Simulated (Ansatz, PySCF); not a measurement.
This Ansatz (a quantum-chemistry and plane-wave program) input computes a CAM-B3LYP/def2-TZVPD energy:

Ansatz 0.2 input:
```yaml
crystal:
  periodic: [false, false, false]
  atoms:
    - {symbol: F, position_ang: [-0.00000000, -0.00000000, -0.09245367]}
    - {symbol: H, position_ang: [0.00000000, 0.00000000, 0.83208299]}
basis:
  gaussian:
    orbitals: def2-TZVPD
hamiltonian:
  xc: {name: CAM-B3LYP}
output: {forces: true}
```

Problem. Write an input for the same energy in PySCF and say what it gives.

Solution. 
```python
from pyscf import gto, scf, dft

mol = gto.M(
    atom='''
    F    -0.00000000   -0.00000000   -0.09245367
    H     0.00000000    0.00000000    0.83208299
    ''',
    basis='def2-tzvpd',
    charge=0,
    spin=0,
    verbose=4,
)

mf = dft.RKS(mol, xc='camb3lyp').density_fit(auxbasis='def2-universal-jkfit')
mf.grids.level = 3
mf.conv_tol = 1e-9
mf.max_cycle = 100
mf.max_memory = 1500
mf.kernel()
if not mf.converged:
    mf = mf.newton()
    mf.kernel(mf.make_rdm1())
mf.analyze()
```
It gives -100.46851 Eh, and Ansatz -100.46848 Eh, a difference of 0.03 mEh, from the treatment of integrals and grids.
